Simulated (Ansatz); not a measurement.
# Mg₂H (sextet): wave-function methods side by side, def2-QZVPP

One table from this session's results is given with a row withheld; the runs are named, their logs left out.

Method: def2-QZVPP, core rule «outside noble gas», up to 10 orbitals frozen; program: Ansatz 0.2.0, Gaussian basis.

To be run: UHF; ROHF; CCSD(T) on UHF.

## The system

The geometry is a PBE0/def2-TZVP stationary point (not a proven minimum) of the parent state, kept for this charge and spin.

3 atoms, charge 0, spin multiplicity 6.

Atoms are counted from 1 here; the program's logs count them from 0.

Bond lengths: Mg1–H3 1.846 Å, Mg2–H3 1.846 Å. Angles: Mg1–H3–Mg2 100.7°.

Coordinates:

```tsv
atom	x (Å)	y (Å)	z (Å)
Mg1	0.0000	-0.0239	1.4206
Mg2	0.0000	-0.0239	-1.4206
H3	0.0000	1.1543	0.0000
```

Set-up of the first run:

in.yaml reads:

```yaml
crystal:
  periodic: [false, false, false]
  atoms:
    - {symbol: Mg, position_ang: [0.000000, -0.023934, 1.420565]}
    - {symbol: Mg, position_ang: [0.000000, -0.023934, -1.420565]}
    - {symbol: H, position_ang: [0.000000, 1.154280, 0.000000]}
basis:
  gaussian: {orbitals: "def2-QZVPP.json"}
magnetization: {spin_polarized: true, initial_magnetization: 5}
hamiltonian: {xc: hf}
output: {orbitals: {seedname: orbitals}}
```

Command:

```
ansatz run in.yaml --threads 1 --pin off --events-out ev --progress --plain --max-ram 2393MiB
```

Among the steps run: UHF; ROHF; CCSD(T) on UHF.

One table of the session follows, with a row left open; its other results are not shown here.

| method | from UCCSD(T) (meV) |
| --- | --- |
| ROHF | +790.5 |
| UHF | +787.3 |
| UMP2 | +278.7 |
| UCCSD | ? |
| UCCSD(T) | 0 |

Estimate the missing values for UCCSD.

As computed: from UCCSD(T) (meV): +20.9. In the column «from UCCSD(T) (meV)» it lies between UCCSD(T) (0) and UMP2 (+278.7).
